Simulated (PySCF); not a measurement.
Magnetisability: `C(/C)=C(\F)CO`, C4H7FO

Molfile (atoms numbered from 1):
```
C4H7FO
     RDKit          3D

 13 12  0  0  0  0  0  0  0  0999 V2000
   -1.7327   -0.6098   -0.5035 C   0  0  0  0  0  0  0  0  0  0  0  0
   -1.0404    0.5193    0.1771 C   0  0  0  0  0  0  0  0  0  0  0  0
    0.2653    0.6815    0.3018 C   0  0  0  0  0  0  0  0  0  0  0  0
    0.7159    1.7930    0.9584 F   0  0  0  0  0  0  0  0  0  0  0  0
    1.4159   -0.1642   -0.1688 C   0  0  0  0  0  0  0  0  0  0  0  0
    2.4035   -0.3276    0.8175 O   0  0  0  0  0  0  0  0  0  0  0  0
   -2.2497   -0.2414   -1.3893 H   0  0  0  0  0  0  0  0  0  0  0  0
   -2.4832   -1.0350    0.1612 H   0  0  0  0  0  0  0  0  0  0  0  0
   -1.0427   -1.3915   -0.8046 H   0  0  0  0  0  0  0  0  0  0  0  0
   -1.6820    1.2840    0.5942 H   0  0  0  0  0  0  0  0  0  0  0  0
    1.0732   -1.1647   -0.4331 H   0  0  0  0  0  0  0  0  0  0  0  0
    1.8513    0.3070   -1.0676 H   0  0  0  0  0  0  0  0  0  0  0  0
    2.5972    0.5369    1.2017 H   0  0  0  0  0  0  0  0  0  0  0  0
  1  2  1  0
  2  3  2  0
  3  4  1  0
  3  5  1  0
  5  6  1  0
  1  7  1  0
  1  8  1  0
  1  9  1  0
  2 10  1  0
  5 11  1  0
  5 12  1  0
  6 13  1  0
M  END
```

Method used: PySCF, GIAO KT3/pcSseg-1 magnetisability, rotational g tensor and spin-rotation constants, non-relativistic, gas phase. Geometry: GFN2-xTB, dihedral held. The dihedral F4–C3–C5–O6 is held at 45°.

Problem. How diamagnetic is it, and how anisotropic?

Solution. Isotropic -870 × 10⁻³⁰ J/T², or -52.4 × 10⁻⁶ cm³/mol; principal values -966, -887, -758 × 10⁻³⁰ J/T², anisotropy 182 × 10⁻³⁰ J/T² (root of half the summed squared differences of the principal values). The susceptibility is in cgs units.

Problem. Split it along the inertial axes a, b, c into diamagnetic and paramagnetic parts about the centre of mass, with the quadrupole moment.

Solution. 
| axis | χ (10⁻⁶ cm³/mol) | diamagnetic (10⁻⁶ cm³/mol) | paramagnetic (10⁻⁶ cm³/mol) | summed x² of all electrons (Å²) | quadrupole Θ (D Å) |
| --- | --- | --- | --- | --- | --- |
| a | -53.4 | -278.4 | 225.0 | 122.6 | +3.14 |
| b | -47.5 | -578.6 | 531.1 | 51.9 | -2.06 |
| c | -56.3 | -740.2 | 683.8 | 13.8 | -1.08 |

Anisotropies 2χaa − χbb − χcc = -2.9 and 2χbb − χaa − χcc = +14.7 × 10⁻⁶ cm³/mol. Θ is traceless in Buckingham's convention.

Problem. And the rotational g tensor?

Solution. 
```csv
axis,rotational constant (GHz),g,nuclear part,electronic part
a,5.6584,-0.0311,0.5671,-0.5982
b,2.4244,-0.0165,0.5884,-0.6049
c,1.7978,-0.0053,0.5723,-0.5776
```
Asymmetric top; isotopes 12C, 19F, 1H, 16O; no vibrational averaging.
